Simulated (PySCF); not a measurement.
# O₂⁺: from constants to spectrum

UHF-CCSD(T) constants of O₂⁺, ²Πg (doublet), unpaired electrons π ↑ (basis O x2c-SVPall; spin-free X2C with a Gaussian nucleus; PySCF 2.14; masses 15.9949 and 15.9949 u):

- ωe: 1980.8 cm⁻¹
- ωexe: 17.8 cm⁻¹
- Be: 1.6777 cm⁻¹
- αe: 0.0191 cm⁻¹
- D (centrifugal): 4.81e-06 cm⁻¹
- De to O⁺ + O: 5.89 eV

(1) Give the vibrational terms G(v) and spacings up to v = 6.

(2) How well does the Morse estimate ωe²/(4ωexe) reproduce De, and what is D0?

Correlated steps freeze 2 core orbitals. Correlated levels converge slowly with the basis: in double zeta they bind strong bonds too weakly, by up to about 1 eV, and carry superposition errors of some tenths. The state is the lowest determinant that a PBE0 search found; another state may lie lower at other levels.

## Answers

(1) G(v) = ωe(v+½) − ωexe(v+½)².

```
v  G(v) (cm⁻¹)  G(v) − G(v−1)  Bv (cm⁻¹)
0          986                     1.668
1         2931           1945      1.649
2         4841           1910      1.630
3         6715           1874      1.611
4         8553           1838      1.592
5        10356           1803      1.573
6        12123           1767      1.554
```

(2) It gives 6.83 eV, 116 % of the computed De. D0 = De − G(0) = 5.89 − 0.12 = 5.77 eV.
